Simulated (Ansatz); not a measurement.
Trigonal Te, treated with r²SCAN-D4 (Ansatz, a first-principles code, plane waves, PAW).

Numerical settings: plane-wave cutoff 560 eV, 12×12×6 k mesh (along the axes of the cell as run), Fermi–Dirac smearing 0.01 eV, scalar-relativistic PAW data made under PBE.

Properties against volume:

Shape and atoms are relaxed at each volume.

```tsv
V (Å³/atom)	P (GPa)	direct gap at Γ (eV)	smallest gap on the k mesh (eV)	c (Å)
33.457	0.83	2.047	0.302	5.940
34.154	0.38	1.994	0.367	5.934
34.851	0.00	1.953	0.433	5.928
35.548	-0.30	1.927	0.506	5.917
36.245	-0.55	1.910	0.573	5.907
```

The fundamental gap (0.41 eV at the equilibrium volume, with added k points) lies elsewhere than Γ–Γ.

Measured, for comparison: band gap 0.33 eV (temperature not stated, not corrected to a static lattice, compiled measured gap; kind and temperature not stated; as tabulated in Kothakonda et al. (2022), arXiv:2208.02841).

Note: the bulk modulus comes from volumes at which shape and atoms were relaxed.

Spin–orbit coupling is not included; with these elements it can move the gap by several tenths of an eV or more.
